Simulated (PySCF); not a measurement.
Stepwise substitution at one centre (Al Cl-OH). All species are isolated molecules in the gas phase. One relaxed conformer stands for each flexible species; it need not be the lowest. Strings in code marks are SMILES.

The T1 excitation (TDA) from two functionals at the same geometries (B3LYP-D3(BJ)/def2-TZVP), both in PySCF: PBE-D3(BJ)/def2-TZVP and M06-2X/def2-TZVP. Excitations are Tamm–Dancoff values on a coarser integration grid. The basis has no diffuse functions, so Rydberg states are missing or too high.

| species | M06-2X/def2-TZVP (eV) |
|---|---|
| 0 of 3 Cl replaced by OH | 6.53 |
| 1 of 3 Cl replaced by OH (`[Cl][Al]([OH])[Cl]` (H–O–Al–Cl torsion 180°)) | 6.77 |
| 2 of 3 Cl replaced by OH (`[OH][Al]([OH])[Cl]` (H–O–Al–Cl torsion 0°, Cl–Al–O–H torsion 180°)) | 6.99 |
| 3 of 3 Cl replaced by OH (`[OH][Al]([OH])[OH]`) | 6.98 |

What does PBE-D3(BJ)/def2-TZVP give for each?


- 0 of 3 Cl replaced by OH: 5.66
- 1 of 3 Cl replaced by OH (`[Cl][Al]([OH])[Cl]` (H–O–Al–Cl torsion 180°)): 5.85
- 2 of 3 Cl replaced by OH (`[OH][Al]([OH])[Cl]` (H–O–Al–Cl torsion 0°, Cl–Al–O–H torsion 180°)): 5.87
- 3 of 3 Cl replaced by OH (`[OH][Al]([OH])[OH]`): 5.80
Over these rows, drawn at random from the members with no instability flagged (it was tested for open shells, ions and some series alone), PBE minus M06-2X: mean -1.02 eV, from -1.18 eV to -0.87 eV.
